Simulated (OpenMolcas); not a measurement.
# One shape, several levels: SiH3Cl (chlorosilane)

Aim: a comparison of 6 runs (HF/aug-cc-pVDZ, B3LYP/6-31G*, M06-L/aug-cc-pVDZ, PBE0/aug-cc-pVDZ, revPBE/aug-cc-pVDZ, MP2/aug-cc-pVDZ) of SiH3Cl (chlorosilane). 

Program for the calculation: OpenMolcas 26.06.

### 1 The structure to begin with

SiH3Cl: 5 atoms, total charge 0, spin state singlet. SMILES: `[SiH3]Cl`. The shape is that of a PBE0-D4/def2-TZVP optimisation.

Bond lengths: Si1–Cl2 2.054 Å, Si1–H3 1.481 Å, Si1–H4 1.481 Å, Si1–H5 1.481 Å. Angles: Cl2–Si1–H3 108.5°, Cl2–Si1–H4 108.5°, Cl2–Si1–H5 108.5°, H3–Si1–H4 110.4°, H3–Si1–H5 110.4°, H4–Si1–H5 110.4°.

### 2 Energy and forces at HF/aug-cc-pVDZ (run 1)

Input file geom.xyz:

```xyz
5

Si    -0.112000     0.018600    -0.030900
Cl     1.838300    -0.513500     0.329900
H     -0.950900    -0.488300     1.079100
H     -0.534700    -0.585700    -1.314900
H     -0.190800     1.495400    -0.104700
```

Input file test.inp:

```
>>> EXPORT MOLCAS_PRINT=2
&GATEWAY
BasLib=$CurrDir
Coord=geom.xyz
Basis=aug-cc-pVDZ
Group=NoSym
&SEWARD
&SCF
Thresholds=1e-10 1e-07 1e-07 1e-05
PrOrbitals=1 2
&ALASKA
```

The basis set aug-cc-pVDZ is read from a file made from the Basis Set Exchange's data (not shown).

Started as:

```sh
$ export MOLCAS_MEM=1860
$ pymolcas test.inp > test.log
```

What it wrote:

```text
--- Start Module: gateway ---
[...]
--- Stop Module: gateway /rc=_RC_ALL_IS_WELL_ ---
[...]
      Basis functions           81
[...]
--- Start Module: scf ---
[...]
       Convergence after  11 Iterations
[...]
::    Total SCF energy                               -750.2255407571
[...]
      Total spin, S                                     0.0000000000
[...]
      Total electronic charge=   34.000000
      Total            charge=   -0.000000
[...]
      Dipole Moment (debye):
      Origin of the operator (angstrom)=    0.9013   -0.2579    0.1566
                   X= -1.4703E+00               Y=  4.0125E-01               Z= -2.7220E-01           Total=  1.5481E+00
      Quadrupole Moment (debye*angstrom):
[...]
--- Stop Module: scf /rc=_RC_ALL_IS_WELL_ ---
[...]
--- Start Module: alaska ---
[...]
 *              Molecular gradients               *
 **************************************************
  Irreducible representation: a
 ------------------------------------------------------------------------------------------
                              X                       Y                       Z
 ------------------------------------------------------------------------------------------
  SI1               1.64832929173198E-02   -4.48446678083858E-03    3.01363195871218E-03
  CL2              -1.44769136429552E-02    3.94780811095341E-03   -2.67503234950128E-03
  H3               -7.75597604675049E-04    1.18719936657019E-05    1.97022722999929E-04
  H4               -6.57649926407711E-04    2.19829573411268E-06   -4.14997325322908E-04
  H5               -5.73131743222932E-04    5.22588380493794E-04   -1.20625006893138E-04
 ------------------------------------------------------------------------------------------
--- Stop Module: alaska /rc=_RC_ALL_IS_WELL_ ---
[...]
```

Wall time 5.7 s (1 thread of Arm Neoverse V2, shared host); peak memory 0.45 GiB.

### 3 Energy and forces at B3LYP/6-31G(d) (Cartesian functions) (run 2)

Input file run.inp:

```
>>> EXPORT MOLCAS_PRINT=2
&gateway
baslib=$CurrDir
coord
5
angstrom
Si      -0.112000       0.018600      -0.030900
Cl       1.838300      -0.513500       0.329900
H       -0.950900      -0.488300       1.079100
H       -0.534700      -0.585700      -1.314900
H       -0.190800       1.495400      -0.104700
basis=6-31Gs
group=NoSym
&seward
gridinput
Grid=UltraFine
End of Grid
&scf
ksdft=B3LYP
thresholds=1e-10 1e-07 1e-07 1e-05
prorbitals=1
&alaska
```

The basis set 6-31G* is read from a file made from the Basis Set Exchange's data (not shown).

Started as:

```sh
$ export MOLCAS_MEM=1860
$ pymolcas run.inp > run.log
```

What it wrote:

```text
--- Start Module: gateway ---
[...]
--- Stop Module: gateway /rc=_RC_ALL_IS_WELL_ ---
[...]
      Basis functions           44
[...]
--- Start Module: scf ---
[...]
       Convergence after  11 Iterations
[...]
::    Total KS-DFT energy                            -751.5308350237
[...]
      Total spin, S                                     0.0000000000
[...]
      Total electronic charge=   34.000000
      Total            charge=   -0.000000
[...]
      Dipole Moment (debye):
      Origin of the operator (angstrom)=    0.9013   -0.2579    0.1566
                   X= -1.5953E+00               Y=  4.3537E-01               Z= -2.9535E-01           Total=  1.6799E+00
      Quadrupole Moment (debye*angstrom):
[...]
--- Stop Module: scf /rc=_RC_ALL_IS_WELL_ ---
[...]
--- Start Module: alaska ---
[...]
 *              Molecular gradients               *
 **************************************************
  Irreducible representation: a
 ------------------------------------------------------------------------------------------
                              X                       Y                       Z
 ------------------------------------------------------------------------------------------
  SI1               6.97241694828499E-03   -1.89086640600111E-03    1.25269398140304E-03
  CL2              -8.87594145803661E-03    2.41987598579740E-03   -1.63918553194886E-03
  H3                6.91663459133185E-04   -7.80648541207629E-05   -6.26444599101106E-05
  H4                6.35996278764761E-04   -4.84986323365799E-05    3.30447623640762E-04
  H5                5.75864771843460E-04   -4.02446093343833E-04    1.18688386819332E-04
 ------------------------------------------------------------------------------------------
--- Stop Module: alaska /rc=_RC_ALL_IS_WELL_ ---
[...]
```

Run time: 8.1 s. Hardware: 1 thread of Arm Neoverse V2, shared host; peak memory 0.38 GiB.

### 4 Energy and forces at M06-L/aug-cc-pVDZ (run 3)

Input file mol.xyz:

```xyz
5

Si    -0.112000     0.018600    -0.030900
Cl     1.838300    -0.513500     0.329900
H     -0.950900    -0.488300     1.079100
H     -0.534700    -0.585700    -1.314900
H     -0.190800     1.495400    -0.104700
```

Input file calc.inp:

```
>>> EXPORT MOLCAS_PRINT=2

&GATEWAY
  BasLib = $CurrDir
  Coord = mol.xyz
  Basis = aug-cc-pVDZ
  Group = NoSym

&SEWARD
  GridInput
  Grid=UltraFine
  End of Grid

&SCF
  KSDFT = M06L
  Thresholds = 1e-10 1e-07 1e-07 1e-05
  PrOrbitals = 1 2

&ALASKA
```

The basis set aug-cc-pVDZ is read from a file made from the Basis Set Exchange's data (not shown).

Started as:

```sh
$ export MOLCAS_MEM=1860
$ pymolcas calc.inp > calc.log
```

What it wrote:

```text
--- Start Module: gateway ---
[...]
--- Stop Module: gateway /rc=_RC_ALL_IS_WELL_ ---
[...]
      Basis functions           81
[...]
--- Start Module: scf ---
[...]
       Convergence after  12 Iterations
[...]
::    Total KS-DFT energy                            -751.5345925677
[...]
      Total spin, S                                     0.0000000000
[...]
      Total electronic charge=   34.000000
      Total            charge=   -0.000000
[...]
      Dipole Moment (debye):
      Origin of the operator (angstrom)=    0.9013   -0.2579    0.1566
                   X= -1.3910E+00               Y=  3.7955E-01               Z= -2.5747E-01           Total=  1.4646E+00
      Quadrupole Moment (debye*angstrom):
[...]
--- Stop Module: scf /rc=_RC_ALL_IS_WELL_ ---
[...]
--- Start Module: alaska ---
[...]
 *              Molecular gradients               *
 **************************************************
  Irreducible representation: a
 ------------------------------------------------------------------------------------------
                              X                       Y                       Z
 ------------------------------------------------------------------------------------------
  SI1               1.06151984718128E-02   -2.91647477278012E-03    1.97622129298125E-03
  CL2              -1.08399512843356E-02    2.95483016889264E-03   -1.99900491931970E-03
  H3                6.06515859461254E-04    8.64036515176192E-04   -1.62993607097706E-03
  H4                4.10446912488815E-05    9.72894318669537E-04    1.65088619315767E-03
  H5               -4.22807738214681E-04   -1.87528623001310E-03    1.83350413734962E-06
 ------------------------------------------------------------------------------------------
--- Stop Module: alaska /rc=_RC_ALL_IS_WELL_ ---
[...]
```

It took 25 s on 1 thread of Arm Neoverse V2, shared host; peak memory 0.45 GiB.

Runs 4 to 5 aren't shown in full; the table further down has their settings and results.

### 5 A single-point energy at MP2/aug-cc-pVDZ (run 6)

Input file test.inp:

```
&gateway
 baslib
 $CurrDir
 basisset
 Si.aug-cc-pVDZ....
 Si1 -0.112000 0.018600 -0.030900 angstrom
 End of Basis
 basisset
 Cl.aug-cc-pVDZ....
 Cl2 1.838300 -0.513500 0.329900 angstrom
 End of Basis
 basisset
 H.aug-cc-pVDZ....
 H3 -0.950900 -0.488300 1.079100 angstrom
 H4 -0.534700 -0.585700 -1.314900 angstrom
 H5 -0.190800 1.495400 -0.104700 angstrom
 End of Basis

&seward

&scf
 thresholds
 1e-10 1e-07 1e-07 1e-05
 prorbitals
 1 2

&mbpt2
 frozen
 10
```

The basis set aug-cc-pVDZ is read from a file made from the Basis Set Exchange's data (not shown).

Started as:

```sh
$ export MOLCAS_MEM=1860
$ pymolcas test.inp > test.log
```

What it wrote:

```text
--- Start Module: gateway ---
[...]
--- Stop Module: gateway /rc=_RC_ALL_IS_WELL_ ---
[...]
      Basis functions           81
[...]
--- Start Module: scf ---
[...]
       Convergence after  12 Iterations
[...]
::    Total SCF energy                               -750.2255407571
[...]
      Total spin, S                                     0.0000000000
[...]
      Total electronic charge=   34.000000
      Total            charge=   -0.000000
[...]
      Dipole Moment (debye):
      Origin of the operator (angstrom)=    0.9013   -0.2579    0.1566
                   X= -1.4703E+00               Y=  4.0125E-01               Z= -2.7220E-01           Total=  1.5481E+00
      Quadrupole Moment (debye*angstrom):
[...]
--- Stop Module: scf /rc=_RC_ALL_IS_WELL_ ---
[...]
--- Start Module: mbpt2 ---
[...]
WARNING!
Default frozen orbitals as non valence orbitals is overwritten by user input.
Default values:   7
[...]
       Reference weight ( Cref**2 )         =        0.90332
::    Total MBPT2 energy                             -750.4820380169
[...]
      Total MBPT2 calculations                           0.15      0.17
--- Stop Module: mbpt2 /rc=_RC_ALL_IS_WELL_ ---
[...]
```

Run time: 4.5 s. Hardware: 1 thread of Arm Neoverse V2, shared host; peak memory 0.45 GiB.

### 6 All runs side by side

| run | level | Cartesian functions | integration grid | energy (Eh) | dipole moment (D) of the reference | HOMO energy (eV) | LUMO energy (eV) | wall time |
| --- | --- | --- | --- | --- | --- | --- | --- | --- |
| 1 | HF/aug-cc-pVDZ | no | – | -750.225541 | 1.55 | -12.28 | 1.04 | 5.7 s |
| 2 | B3LYP/6-31G* (Cartesian functions) | yes | UltraFine | -751.530835 | 1.68 | -8.66 | -0.25 | 8.1 s |
| 3 | M06-L/aug-cc-pVDZ | no | UltraFine | -751.534593 | 1.46 | -7.96 | -0.53 | 25 s |
| 4 | PBE0/aug-cc-pVDZ | no | UltraFine | -751.256222 | 1.39 | -9.02 | -0.43 | 17 s |
| 5 | revPBE/aug-cc-pVDZ | no | UltraFine | -751.385610 | 1.29 | -7.64 | -1.12 | 21 s |
| 6 | MP2/aug-cc-pVDZ | no | – | -750.482038 | 1.55 | -12.28 | 1.04 | 4.5 s |

### 7 Results

```
                                           quantity          value
                                run 6: total energy  -750.48204 Eh
          run 6: dipole moment (mean-field density)         1.55 D
         run 6: HOMO energy (Hartree–Fock orbitals)      -12.28 eV
         run 6: LUMO energy (Hartree–Fock orbitals)        1.04 eV
       run 6: HOMO–LUMO gap (Hartree–Fock orbitals)       13.33 eV
run 6: correlation energy (10 core orbitals frozen)     -256.5 mEh
```

In words: Over runs 1, 2, 3, 4, 5 the dipole moment (its size) runs from 1.29 D (revPBE/aug-cc-pVDZ) to 1.68 D (B3LYP/6-31G*). The two ends differ in method and basis. Over runs 1, 2, 3, 4, 5 the HOMO–LUMO gap runs from 6.52 eV (revPBE/aug-cc-pVDZ) to 13.33 eV (HF/aug-cc-pVDZ). Exact exchange widens orbital gaps. Totals of different functionals can't be ranked against each other. All runs together took 81 s, the longest 25 s.
